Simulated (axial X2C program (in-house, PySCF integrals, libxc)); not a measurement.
Values are calculated unless marked as measured or tabulated.
# AlF⁻: input and output of an EOM-EA-CCSD run

Program: an in-house all-electron X2C program for linear molecules (integrals from PySCF).

Input and command:
```json
{"zs": [13, 9], "q": -1, "bas": ["dyall-av3z", "dyall-av3z"], "r0": 1.9, "eom": "ea", "thr": -2.0, "nmax": 92, "grid": [1, 0.96, 1.045, 0.92, 1.09, 1.15], "rq": 0}
```
```bash
python soeom.py task.json out
```

Keys: zs atomic numbers; q charge; bas basis sets; r0 starting distance in Å; eom kind of EOM run; thr threshold in hartree for freezing inner shells (an s shell follows its p shell); nmax most natural virtual spinors; grid distances as factors; rq charge at which the geometry is sought.

Output at R = 1.678 Å (near the PBE0 minimum at charge 0 of the determinant lowest at the starting distance; the state shown can have its own minimum elsewhere), reference AlF:

```
two-component X2C + atomic mean field  HF
basis functions 119  fitting functions 623  grid points 4353
iter        total energy     max residual
   1       -341.959424716     7.86e-02
   2       -341.972076429     4.27e-03
   3       -341.972501963     2.89e-03
   4       -341.972575438     7.74e-04
   5       -341.972589419     1.78e-04
   6       -341.972590601     2.80e-05
   7       -341.972590633     7.86e-06
   8       -341.972590635     1.37e-06
converged
one-electron -551.25702553  Coulomb 200.75411559  exact exchange -28.33209936  xc functional 0.00000000  nuclear repulsion 36.89733831  atomic mean-field constant -0.03491963
correlated 10  virtual 200  natural virtual 92  E(MP2) -0.326389625  MP2 remainder -0.045413108
iter   CCSD correlation   residual
   1     -0.278487112   1.37e-01
   2     -0.287646449   6.13e-02
   3     -0.290284976   2.88e-02
   4     -0.290058485   6.71e-03
   5     -0.290043067   2.17e-03
   6     -0.290050995   6.66e-04
   7     -0.290045807   2.27e-04
   8     -0.290044327   7.00e-05
   9     -0.290045957   2.64e-05
  10     -0.290045675   9.61e-06
  11     -0.290045845   4.15e-06
  12     -0.290045866   1.50e-06
  13     -0.290045862   5.83e-07
(T) -0.008050981  T1 0.0236  D1 0.0318  max T2 0.069
EOM-EA-CCSD roots
2*Omega      energy/Eh   energy/eV  one-particle weight
    1       0.00660082      0.1796      0.967
    1       0.02291979      0.6237      0.993
    1       0.03045422      0.8287      0.989
    1       0.04163842      1.1330      0.971
    1       0.07506095      2.0425      0.968
    3       0.00666095      0.1813      0.967
    3       0.04168182      1.1342      0.971
    3       0.09320180      2.5362      0.953
    3       0.10034846      2.7306      0.986
    5       0.09311261      2.5337      0.952
    5       0.15475744      4.2112      0.037
    7       0.16706099      4.5460      0.000
```
T1 in the output is the amplitude norm over the root of the electron number; divide by √2 for the Lee–Taylor value.

Reference electrons by ω block (each with its −ω partner): 1/2: 9, 3/2: 2. Root energies count from the CCSD energy of the reference. Roots of positive energy are unbound. The reference need not be the lowest state of its species. All roots sought are printed; those with a small one-particle weight need a further excitation, are placed far too high, and may in truth lie low or lowest. Inner shells are frozen, and levels at this size can be off by some tenths of an eV.
